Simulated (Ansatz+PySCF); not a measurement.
Values are calculated unless marked as measured or tabulated.
**Several solutions for doublet CH3**

```yaml
atoms:
  - { symbol: C, position_ang: [0.0000, 0.0000, 0.0000] }
  - { symbol: H, position_ang: [2.3988, 0.0000, 0.0000] }
  - { symbol: H, position_ang: [-0.5452, 0.9443, 0.0000] }
  - { symbol: H, position_ang: [-0.5452, -0.9443, 0.0000] }
```

Basis set: STO-3G (spherical functions). Charge 0, multiplicity 2.

PBE0 (unrestricted) was run from several starts with Ansatz (development build ahead of 0.2.0) and PySCF 2.14.0.

| run | program | start | converged | energy (hartree) | <S²> |
| --- | --- | --- | --- | --- | --- |
| A | PySCF | program defaults | yes | -39.01175 | 0.75 |
| B | Ansatz | atomic start, no search | yes | -39.05143 | 1.54 |
| C | Ansatz | search for the lowest state | yes | -39.07830 | 1.63 |
| D | Ansatz | stability test followed | yes | -39.05143 | 1.54 |

Question: Which runs reached the lowest solution of this kind, and what is wrong with the others?

Answer: C reached the lowest solution found. Converged but too high: A by 1.81 eV, B by 0.73 eV, D by 0.73 eV. Convergence only shows a stationary point, and even a stable one can lie too high; stability tests and further starts are what find lower ones. Caution: charge can spread falsely over distant fragments. Caution: the unrestricted determinant is a mixture of spin states.
